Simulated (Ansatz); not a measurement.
**SiH3⁺, triplet: the ladder up to full CI**

Geometry: a point of a stretch scan, not a stationary point.

```xyz
4

Si    0.0000    0.0840   -0.0693
H     0.0000   -1.7124   -1.1039
H     0.4393   -0.3135    1.5177
H    -0.4393   -0.3135    1.5177
```

Basis cc-pVDZ; Ansatz 0.2.0. Only valence electrons are correlated (noble-gas cores frozen), which leaves 6 electrons in 28 orbitals. Prefix R: restricted or restricted open-shell reference; prefix U: unrestricted. Active spaces: pair = (4e, 4o) about the gap; valence = (6e, 7o) chosen from the atoms' valence shells.

Full CI is exact within this basis and frozen core; it isn't the basis-set limit. The frozen core follows each run's orbitals, which can shift R against U totals by a few meV.

Unrestricted rows (U) aren't spin-pure: their determinants' ⟨S²⟩ exceeds S(S+1) by up to 0.11, so they mix in states of higher spin. For open shells CISD is restricted-active-space CI with the open shells as a complete middle space.

- UHF ⟨S²⟩: 2.106
- T1 diagnostic (RCCSD): 0.0668
- largest doubles amplitude (RCCSD): 0.128
- T1 diagnostic (UCCSD): 0.0363

```json
{"level": "RHF", "E − E(full CI) (kcal/mol)": "76.20", "share of correlation (%)": "0.00", "wall time": "–"}
{"level": "UHF", "E − E(full CI) (kcal/mol)": "67.36", "share of correlation (%)": "11.60", "wall time": "–"}
{"level": "RMP2", "E − E(full CI) (kcal/mol)": "22.24", "share of correlation (%)": "70.82", "wall time": "–"}
{"level": "UMP2", "E − E(full CI) (kcal/mol)": "21.33", "share of correlation (%)": "72.01", "wall time": "–"}
{"level": "CISD", "E − E(full CI) (kcal/mol)": "5.29", "share of correlation (%)": "93.06", "wall time": "0.42 s"}
{"level": "RCCSD", "E − E(full CI) (kcal/mol)": "2.40", "share of correlation (%)": "96.86", "wall time": "–"}
{"level": "UCCSD", "E − E(full CI) (kcal/mol)": "2.29", "share of correlation (%)": "96.99", "wall time": "–"}
{"level": "RCCSD(T)", "E − E(full CI) (kcal/mol)": "0.68", "share of correlation (%)": "99.11", "wall time": "0.63 s"}
{"level": "UCCSD(T)", "E − E(full CI) (kcal/mol)": "0.69", "share of correlation (%)": "99.10", "wall time": "0.6 s"}
{"level": "BCCD(T)", "E − E(full CI) (kcal/mol)": "0.68", "share of correlation (%)": "99.11", "wall time": "0.78 s"}
{"level": "RCCSDT", "E − E(full CI) (kcal/mol)": "0.07", "share of correlation (%)": "99.91", "wall time": "–"}
{"level": "UCCSDT", "E − E(full CI) (kcal/mol)": "0.05", "share of correlation (%)": "99.93", "wall time": "–"}
{"level": "RCCSDT(Q)", "E − E(full CI) (kcal/mol)": "0.01", "share of correlation (%)": "99.99", "wall time": "3.3 s"}
{"level": "UCCSDT(Q)", "E − E(full CI) (kcal/mol)": "0.00", "share of correlation (%)": "100.00", "wall time": "3 s"}
{"level": "CASSCF (pair space)", "E − E(full CI) (kcal/mol)": "56.17", "share of correlation (%)": "26.29", "wall time": "–"}
{"level": "NEVPT2 (pair space)", "E − E(full CI) (kcal/mol)": "16.14", "share of correlation (%)": "78.81", "wall time": "0.27 s"}
{"level": "MRCISD (pair space)", "E − E(full CI) (kcal/mol)": "3.42", "share of correlation (%)": "95.51", "wall time": "–"}
{"level": "MRCISD+Q (pair space)", "E − E(full CI) (kcal/mol)": "0.29", "share of correlation (%)": "99.62", "wall time": "0.48 s"}
{"level": "CASSCF (valence space)", "E − E(full CI) (kcal/mol)": "35.94", "share of correlation (%)": "52.84", "wall time": "–"}
{"level": "NEVPT2 (valence space)", "E − E(full CI) (kcal/mol)": "10.15", "share of correlation (%)": "86.68", "wall time": "0.81 s"}
{"level": "NEVPT4(SD) (valence space)", "E − E(full CI) (kcal/mol)": "1.57", "share of correlation (%)": "97.94", "wall time": "1.2 s"}
{"level": "MRCISD (valence space)", "E − E(full CI) (kcal/mol)": "1.59", "share of correlation (%)": "97.91", "wall time": "–"}
{"level": "MRCISD+Q (valence space)", "E − E(full CI) (kcal/mol)": "0.34", "share of correlation (%)": "99.55", "wall time": "1.3 s"}
```

The correlation energy at full CI, counted from RHF, is -3.304 eV. That run took 19 s on 1 thread of AMD EPYC 7R43, shared host over 5,365,800 determinants.

Times hold each run's SCF and search for its determinant on a shared host, so for small cases they say little of a method's own cost; they ran on 1 thread of AMD EPYC 7R43.

The full-CI state has the irrep A'' of Cs, in the program's axes.

Natural occupations of full CI about the gap: 1.957 1.893 0.993 0.983 0.064 0.030 0.029 0.008 0.008 0.006; effectively unpaired electrons, Σ n²(2−n)², 2.07.
